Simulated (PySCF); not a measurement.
# BH₂: rigid scans about the minimum

How stiff is BH₂ (doublet) against rigid distortions? The scans start from its PBE0 minimum.

The runs use PySCF 2.14.0; PBE0, basis B def2-TZVP, H def2-TZVP, no relativity, density fitting.

## Step 1: Where the work starts

3 atoms, charge 0, spin multiplicity 2.

Bond lengths: B1–H2 1.191 Å, B1–H3 1.191 Å. Angles: H2–B1–H3 129.4°.

Coordinates in bohr (charge 0 multiplicity 2):
```
B     0.0000    0.0000   -0.1488
H     2.0354    0.0000    0.8128
H    -2.0354    0.0000    0.8128
```

## Step 2: Real-space pictures of the lowest minimum

The plane holds B1 at (0.00, 0.00), H2 at (1.19, 0.00), H3 at (-0.76, 0.92) Å. Columns run from x = -2.85 to 3.45 Å, rows from y = 3.15 (top) to -1.95 Å, in steps of 0.3 Å.

Density (cut at 5 e/Å³):

Ten steps from '0' (0.000 e/Å³) to '9' (5.000 e/Å³), finer at the low end (step k begins (100^(k/10) - 1)/99 of the way up):
```
0000000000000000000000
0000000000000000000000
0000000000000000000000
0000000000000000000000
0000000110000000000000
0000012222100000000000
0000124543211100000000
0000135765432211000000
0000136776544332100000
0000135676655543100000
0000124569967764200000
0000123569977764200000
0000013456665543100000
0000012345544321100000
0000011233332210000000
0000001122211100000000
0000000011100000000000
0000000000000000000000
```

ELF (0 where the density is under 0.005 e/Å³):

Ten even steps from '0' (0.00) to '9' (1.00):
```
0000000000000000000000
0000000000000000000000
0000000000000000000000
0000068875200000000000
0000899998521000000000
0007999999732220000000
0009999999843455400000
0039999999856789850000
0027999999768999980000
0015899993179999997000
0003689929939999998000
0002578829939999998000
0004789993289999996000
0006899999998999980000
0006999999998778730000
0000899999997432100000
0000099999986310000000
0000008999985000000000
```

Spin density:

Ten even steps from '0' (-0.02 e/Å³) to '9' (0.68 e/Å³):
```
0000000000000000000000
0000000000000000000000
0000000000000000000000
0000000000000000000000
0000000000000000000000
0000000000000000000000
0000000000000000000000
0000000011110000000000
0000000001211000000000
0000000001321100000000
0000000111610000000000
0000001354000000000000
0000001379610000000000
0000001256420000000000
0000001123210000000000
0000000011100000000000
0000000000000000000000
0000000000000000000000
```

Along B1–H2 (1.191 Å) the density is least, 1.27 e/Å³, about 0.54 Å from B1; ELF there is 0.78.

Making the fields took under 0.5 s on 2 threads of Arm Neoverse V1, shared host.

## Step 3: Breathing scan

One driver script runs all scans and calls PySCF for each point, on a (75, 302) grid.

On the command line:

```bash
> OMP_NUM_THREADS=2 python axn.py task.json out
```

A rigid scan with PBE0: all bonds to the central atom are scaled together. Each point starts from its neighbour's orbitals, and energies count from the minimum.

```csv
scale of all bonds to the centre,energy (kJ/mol),dipole size (D),⟨S²⟩
0.88,60.9,0.60,0.75
0.92,24.8,0.57,0.75
0.96,5.7,0.54,0.75
1.00,0.0,0.50,0.75
1.04,4.9,0.47,0.75
1.08,18.1,0.43,0.75
1.14,49.4,0.37,0.75
1.22,105.5,0.28,0.75
1.35,213.3,0.12,0.75
```

The scan took 3.4 s.

## Step 4: Stretching one bond

A rigid scan with PBE0: the bond from B to the last atom (H) is scaled and the rest held.

| scale of one bond | energy (kJ/mol) | dipole size (D) | ⟨S²⟩ |
| --- | --- | --- | --- |
| 0.92 | 12.5 | 0.54 | 0.75 |
| 0.96 | 2.9 | 0.52 | 0.75 |
| 1.00 | 0.0 | 0.50 | 0.75 |
| 1.05 | 3.8 | 0.48 | 0.75 |
| 1.12 | 19.0 | 0.47 | 0.75 |
| 1.20 | 45.8 | 0.49 | 0.75 |
| 1.35 | 109.1 | 0.63 | 0.75 |
| 1.55 | 198.3 | 0.99 | 0.75 |
| 1.80 | 291.6 | 1.53 | 0.83 |
| 2.20 | 359.9 | 1.64 | 1.02 |

The scan took 4.1 s.

## Step 5: Bending curve

A rigid scan with PBE0: the H–B–H angle changes, with bonds held.

| bond angle (°) | energy (kJ/mol) | dipole size (D) | ⟨S²⟩ |
| --- | --- | --- | --- |
| 80 | 111.4 | 0.15 | 0.75 |
| 90 | 67.1 | 0.19 | 0.75 |
| 100 | 35.2 | 0.26 | 0.75 |
| 110 | 14.4 | 0.35 | 0.75 |
| 120 | 3.1 | 0.43 | 0.75 |
| 130 | 0.0 | 0.50 | 0.75 |
| 140 | 3.3 | 0.54 | 0.75 |
| 150 | 10.7 | 0.53 | 0.75 |
| 160 | 19.7 | 0.43 | 0.75 |
| 170 | 26.9 | 0.25 | 0.76 |
| 180 | 29.6 | 0.00 | 0.76 |

The scan took 4.4 s.

## Step 6: Outcome

| quantity | value |
| --- | --- |
| all bonds 4 % longer | 4.9 kJ/mol |
| one bond 20 % longer | 45.8 kJ/mol |
| linear shape, bonds held | 29.6 kJ/mol |

The well is lopsided, 5.7 kJ/mol for 4 % shorter bonds against 4.9 for 4 % longer ones. Held rigid otherwise, the linear shape costs 30 kJ/mol.
